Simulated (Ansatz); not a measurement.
System: rock-salt LiF. Method: G0W0@HSE06 (Ansatz, a quantum-chemistry and plane-wave program, hard PAW, contour deformation).

The cell has the measured lattice parameters. Conventional cell: a = 4.0262 Å, b = 4.0262 Å, c = 4.0262 Å, α = 90.00°, β = 90.00°, γ = 90.00°.

The quasiparticle gap at Γ at a fixed k mesh 6×6×6:

| response cutoff | value (eV) |
|---|---|
| 150 eV, 125 empty bands | 14.346 |
| 200 eV, 193 empty bands | 14.514 |
| 250 eV, 269 empty bands | 14.633 |
| 300 eV, 354 empty bands | 14.717 |

Taking the value to converge with the response cutoff E as E^(−3/2), extrapolate from the last two rows.

With y = y∞ + c/w and weights w = 3953 and 5196 for the last two rows, y∞ = (w2 y2 − w1 y1)/(w2 − w1) = (5196 × 14.717 − 3953 × 14.633)/1243 = 14.984 eV, which lies 0.267 beyond the last row. Successive pairs of rows give 14.825, 14.932, 14.984. The limit also hangs on the law assumed, so its last digits aren't firm.

The other settings are not extrapolated, so this is the limit in one setting alone.

Note: GW on a hybrid start was not checked against another program.
